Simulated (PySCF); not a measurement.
CH8BN.
Structure used (PBE0-D3(BJ)/def2-SVP), in Å, numbered top down from 1:
```
atom  x, y, z in Å
B1     1.2629    0.4885   -0.0986
N2     0.0608   -0.6085   -0.0495
C3    -1.2776   -0.0412    0.1320
H4     2.2878   -0.1577   -0.2852
H5     0.9881    1.2359   -1.0313
H6     1.2392    1.0518    0.9904
H7     0.2700   -1.2669    0.7026
H8     0.0995   -1.1514   -0.9136
H9    -2.0544   -0.8193    0.1813
H10   -1.2820    0.5513    1.0556
H11   -1.4853    0.6375   -0.7048
```

Level of theory: core-valence-separated Tamm–Dancoff BHandHLYP/aug-pcX-1 (pcseg-1 on H) in PySCF, non-relativistic, gas phase, PBE0-D3(BJ)/def2-SVP geometry. No shift to experiment was applied.

The lowest roots of each edge with f over 0.003 (five at most, numbered afresh; weaker and dark ones are left out), with transition dipoles (au) in the frame of the coordinates:

```
root  edge  E (eV)       μx       μy       μz
   1     C  286.15   0.0512  -0.0009  -0.0057
   2     C  287.08   0.0167  -0.0279  -0.0039
   3     C  287.35   0.0080   0.0684   0.0041
   4     C  287.39   0.0069  -0.0047   0.0632
   5     C  288.67   0.0045  -0.0031   0.0417
   6     N  400.77  -0.0036   0.0411   0.0034
   7     N  401.60   0.0069  -0.0046   0.0637
   8     N  402.80   0.0388  -0.0155  -0.0053
   9     N  403.85   0.0260  -0.0224  -0.0044
  10     N  403.94  -0.0237   0.0191   0.0040
  11     B  188.03  -0.0399  -0.0295   0.0023
  12     B  189.27   0.0044  -0.0029   0.0395
  13     B  189.35  -0.0242   0.0286   0.0048
  14     B  189.79   0.0122   0.0609   0.0030
  15     B  190.34  -0.0545   0.0036   0.0064
```

Problem. What are the oscillator strengths?

Solution. f = (2/3) ΔE |μ|², with ΔE in hartree (27.2114 eV):

| root | ΔE (Eh) | \|μ\|² (au) | f | core hole on |
| --- | --- | --- | --- | --- |
| 1 | 10.5160 | 0.002657 | 0.019 | C3 |
| 2 | 10.5499 | 0.001070 | 0.008 | C3 |
| 3 | 10.5598 | 0.004759 | 0.033 | C3 |
| 4 | 10.5615 | 0.004060 | 0.029 | C3 |
| 5 | 10.6082 | 0.001767 | 0.013 | C3 |
| 6 | 14.7282 | 0.001715 | 0.017 | N2 |
| 7 | 14.7587 | 0.004124 | 0.041 | N2 |
| 8 | 14.8027 | 0.001773 | 0.017 | N2 |
| 9 | 14.8412 | 0.001198 | 0.012 | N2 |
| 10 | 14.8446 | 0.000943 | 0.009 | N2 |
| 11 | 6.9098 | 0.002470 | 0.011 | B1 |
| 12 | 6.9555 | 0.001586 | 0.007 | B1 |
| 13 | 6.9586 | 0.001427 | 0.007 | B1 |
| 14 | 6.9745 | 0.003869 | 0.018 | B1 |
| 15 | 6.9950 | 0.003022 | 0.014 | B1 |

Problem. Molecules are fixed in this frame and the field points along y. What effective strengths 3 f cos²θ do the roots have (θ between field and μ)?

Solution. root 1 (C3): 0.000, root 2 (C3): 0.016, root 3 (C3): 0.099, root 4 (C3): 0.000, root 5 (C3): 0.000, root 6 (N2): 0.050, root 7 (N2): 0.001, root 8 (N2): 0.007, root 9 (N2): 0.015, root 10 (N2): 0.011, root 11 (B1): 0.012, root 12 (B1): 0.000, root 13 (B1): 0.011, root 14 (B1): 0.052, root 15 (B1): 0.000. Root 3 is the strongest. Averaged over all orientations cos²θ is 1/3, which gives f back.

